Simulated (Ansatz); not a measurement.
This geometry of CH$_{3}$FS$_{2}$ (7 atoms, charge 0, multiplicity 1) is a first-order saddle point.

Theory: RKS PBE-D4/def2-SVP in Ansatz 0.2.0.

```xyz
7
Properties=species:S:1:pos:R:3
F -1.209 0.581 1.291
C -0.522 0.894 0.146
S -0.218 -0.506 -0.956
S 1.319 -1.469 0.195
H -1.119 1.592 -0.484
H 0.445 1.372 0.417
H 1.366 -2.532 -0.656
```

Question: Which two structures does it join? (They come from a converged band through this point; their orientation in space is the band's.)

Answer: No bond is made or broken. The dihedral C2–S3–S4–H7 goes from 84 to -94°.

Initial state:

```xyz
7
Properties=species:S:1:pos:R:3
F -1.248 -0.194 1.007
C -0.603 0.713 0.203
S 0.138 -0.040 -1.280
S 1.785 -1.045 -0.475
H -1.332 1.456 -0.197
H 0.190 1.227 0.787
H 1.131 -2.185 -0.091
```

Final state:

```xyz
7
Properties=species:S:1:pos:R:3
F -1.645 -0.048 0.951
C -0.697 0.635 0.235
S -0.064 -0.281 -1.209
S 1.132 -1.750 -0.324
H -1.142 1.558 -0.206
H 0.151 0.901 0.903
H 2.327 -1.083 -0.396
```

Question: How far does it lie above each of them?

Answer: 0.284 eV above the first and 0.248 eV above the second. This is the barrier of this one path; another mechanism may lie lower.

The run took 34 s on 1 thread of AMD EPYC 9R45 96-Core Processor (Zen 5), with other jobs on the host, peak memory 0.16 GiB.
